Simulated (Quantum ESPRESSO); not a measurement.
Rutile MnO2 was calculated with PBE (norm-conserving pseudopotentials; Quantum ESPRESSO).

Numerical settings: plane-wave cutoff 1306 eV, 6×6×10 k mesh (along the axes of the cell as run), Fermi–Dirac smearing 0.05 eV, ferromagnetic start, spin-polarised with parallel moments.

Computed at the level's own relaxed cell.

Estimate the equilibrium volume per atom and magnetic moment (largest site, within a sphere) that the calculation returns.


equilibrium volume per atom: 9.47 Å³/atom
magnetic moment (largest site, within a sphere): 2.42 μB

The run finds no gap.

Note: eigenvalues not converged; the collinear magnetic order is the start's and need not be the measured one.

Moments are spin moments.

Computed values are for the static lattice.
